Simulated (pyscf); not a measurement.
This saddle point was located with ωB97X-D3(BJ)/def2-SVP in PySCF.

```xyz
8

Si    -0.1447     0.2872    -0.0322
F     -1.2385    -1.2947    -0.3538
H      0.6917     1.3081     0.7079
H     -1.3560     1.0887    -0.3534
H      0.7580    -0.1484    -1.1237
O     -0.1616    -0.8268     1.4592
H     -0.8905    -1.4011     0.8454
H     -0.4000    -0.4628     2.3213
```

Surface: singlet, charge 0. Lowest wavenumbers (cm⁻¹): 669i, 246, 418, 538, 656.

Problem. Which two sides does it connect, and which bonds change?

Solution. F–SiH₃ + water (H₂O) <-> silanol (HO–SiH₃) + hydrogen fluoride (HF), a four-centre exchange read from left to right: F–Si, H–O broken and O–Si, F–H formed. At CCSD(T)/def2-TZVPP + ΔMP2(QZVPP) it lies +28.7 kcal/mol from the left side and +18.4 kcal/mol from the right (each side as separated species at their lowest minima found). On the product side the descent ends in a complex, 7.6 kcal/mol under the separated species and 22.9 kcal/mol under the saddle at ωB97X-D3(BJ)/def2-TZVP. At ωB97X-D3(BJ) the barrier from the zero used here is 25.5 kcal/mol. This is the saddle that the search found; another between the same sides may lie lower. The CCSD(T) − MP2 part came from Ansatz, without density fitting, on the same reference.
